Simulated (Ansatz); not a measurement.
## GaH$_{3}$, triplet along the distance Ga1-H2

Starting geometry (PBE0/def2-TZVP stationary point for this spin, not checked as a minimum):

```xyz
4

Ga    0.0000    0.0277   -0.0457
H     0.0000   -1.4776   -0.5415
H     0.4054   -0.2202    1.8512
H    -0.4054   -0.2202    1.8512
```

From there H2 moves along the line of the two atoms named below, all else staying in place; atoms are numbered as listed. Energies are in kJ/mol, counted from the starting geometry at the same level.

Basis cc-pVDZ; Ansatz 0.2.0. Correlated methods freeze the noble-gas cores and the filled d shells of p-block atoms. R marks a restricted (for open shells ROHF) determinant, U an unrestricted one. Active spaces: valence = (6e, 7o) chosen from the atoms' valence shells. No spin–orbit coupling is included, and no scalar relativity.

Unrestricted rows (U) aren't spin-pure: their determinants' ⟨S²⟩ exceeds S(S+1) by up to 0.11, so they mix in states of higher spin. Runs in a small pair space aren't shown, since their orbitals change along the scan. The frozen core of the U runs drifts against the reference's along the scan: U less R at the highest common level changes by 12 meV, which enters the U errors.

Full CI is exact within this basis and frozen core; it isn't the basis-set limit. The frozen core follows each run's orbitals, which can shift R against U totals by a few meV for light atoms and by up to 0.1 eV past Ca.

| distance Ga1-H2 (Å) | full CI | unpaired electrons (full CI) | error UMP2 | error RCCSD | error UCCSD | error RCCSDT | error RCCSDT(Q) | error MRCISD (valence space) |
| --- | --- | --- | --- | --- | --- | --- | --- | --- |
| 1.291 | 89.7 | 2.02 | -4.3 | -1.0 | -1.0 | -0.1 | -0.1 | -1.3 |
| 1.415 | 25.6 | 2.02 | -2.9 | -0.6 | -0.6 | -0.1 | -0.1 | -0.8 |
| 1.585 | 0.0 | 2.03 | 0.0 | 0.0 | 0.0 | 0.0 | 0.0 | 0.0 |
| 1.728 | 8.2 | 2.03 | 3.5 | 0.7 | 0.7 | 0.0 | 0.0 | 0.6 |
| 1.974 | 46.4 | 2.05 | 12.6 | 2.4 | 1.8 | 0.1 | 0.1 | 1.6 |
| 2.185 | 80.2 | 2.07 | 16.8 | 2.0 | 2.2 | 0.2 | 0.1 | 1.9 |
| 2.576 | 113.5 | 2.07 | 9.1 | 1.0 | 1.9 | 0.2 | 0.1 | 0.4 |
| 2.886 | 120.1 | 2.06 | 5.0 | 0.4 | 1.3 | 0.1 | 0.1 | 0.3 |
| 3.468 | 121.9 | 2.06 | 3.4 | 0.1 | 1.0 | 0.1 | 0.1 | -0.2 |
| 4.314 | 122.1 | 2.06 | 3.2 | 0.0 | 1.0 | 0.1 | 0.1 | -0.3 |
| 5.389 | 122.2 | 2.06 | 3.2 | 0.0 | 1.0 | 0.1 | 0.1 | -0.3 |

Unpaired electrons are Σ n²(2−n)² over natural occupations. Errors are those of relative energies. In total energy the starting point itself misses full CI by: UMP2 61.2, RCCSD 5.3, UCCSD 3.9, RCCSDT 0.0, RCCSDT(Q) -0.1, MRCISD (valence space) 5.1 kJ/mol.

Spread of the error over the points with a reference, to 5.389 Å (largest less smallest): RCCSDT(Q) 0.2, RCCSDT 0.3, MRCISD (valence space) 3.2, UCCSD 3.2, RCCSD 3.4, UMP2 21.1 kJ/mol.

Going outwards, the relative energy of UMP2 first misses by more than 4.2 kJ/mol (1 kcal/mol) at 1.974 Å.
